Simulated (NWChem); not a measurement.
# How basis sets differ on AlNH3 (SMILES [NH2][AlH])

The runs start from one conformer, not always the lowest.

AlNH3, doublet, SMILES `[NH2][AlH]`. Each level relaxes the structure for itself.

Each level gives the highest harmonic wavenumber at each level's own minimum (cm⁻¹). The values are calculated.

```json
{"level": "UPBE0/LANL2DZ (core potential)", "kind": "global hybrid", "program": "NWChem", "value (cm⁻¹)": "3721"}
{"level": "UPBE0/SBKJC-VDZ (core potential)", "kind": "global hybrid", "program": "NWChem", "value (cm⁻¹)": "3722"}
{"level": "UPBE0/jorge-DZP", "kind": "global hybrid", "program": "NWChem", "value (cm⁻¹)": "3680"}
{"level": "UPBE0/MINI", "kind": "global hybrid", "program": "NWChem", "value (cm⁻¹)": "3387"}
{"level": "UPBE0/DGauss-DZVP", "kind": "global hybrid", "program": "NWChem", "value (cm⁻¹)": "3695"}
```

Harmonic and unscaled. The values span 3387 to 3722 cm⁻¹.
